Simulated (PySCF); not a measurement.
One molecule, a ladder of functionals, a line

Molecule: `C=CCC(N)=S`, C₄H₇NS.

Geometry:
| atom | x (Å) | y (Å) | z (Å) |
| --- | --- | --- | --- |
| C1 | 2.064 | 0.669 | 0.118 |
| C2 | 1.248 | -0.305 | -0.292 |
| C3 | -0.013 | -0.097 | -1.073 |
| C4 | -1.279 | -0.430 | -0.300 |
| N5 | -1.239 | -0.095 | 0.996 |
| S6 | -2.602 | -1.099 | -1.021 |
| H7 | 1.864 | 1.718 | -0.125 |
| H8 | 2.970 | 0.454 | 0.692 |
| H9 | 1.485 | -1.345 | -0.035 |
| H10 | -0.093 | 0.957 | -1.392 |
| H11 | -0.025 | -0.708 | -1.985 |
| H12 | -2.055 | -0.259 | 1.572 |
| H13 | -0.395 | 0.289 | 1.407 |

GIAO shieldings (ppm, equivalent atoms averaged) in PySCF 2.14.0 with density-fitted response routines on the PBE0-D3(BJ)/def2-SVP geometry, basis pcSseg-1, gas phase, non-relativistic:

| functional | exact exchange (%) | σ(C3) | σ(N5) | σ(S6) |
| --- | --- | --- | --- | --- |
| BLYP | 0 | 119.0 | 107.1 | 106.7 |
| BP86 | 0 | 124.1 | 108.8 | 131.1 |
| PBE | 0 | 124.4 | 109.4 | 132.4 |
| B3LYP | 20 | 124.7 | 110.6 | 128.6 |
| PBE0 | 25 | 130.9 | 113.6 | 160.2 |
| mPW1PW91 | 25 | 130.2 | 112.6 | 155.3 |
| HF | 100 | 143.3 | 126.4 | 271.1 |

Problem. Fit each shielding as a line in the percentage of exact exchange.

Solution. σ(C3) = 123.0 + 0.21 x (rms 2.3 ppm); σ(N5) = 108.3 + 0.18 x (rms 0.9 ppm); σ(S6) = 118.9 + 1.49 x (rms 11.4 ppm). The functionals also differ in their semilocal parts, which the line can't hold; Hartree–Fock has no correlation at all.

Problem. What does the line predict for BHandHLYP (50 %), and what does the run give?

Solution. σ(C3): 133.5 predicted, 131.9 computed; σ(N5): 117.3 predicted, 116.4 computed; σ(S6): 193.4 predicted, 171.4 computed ppm.
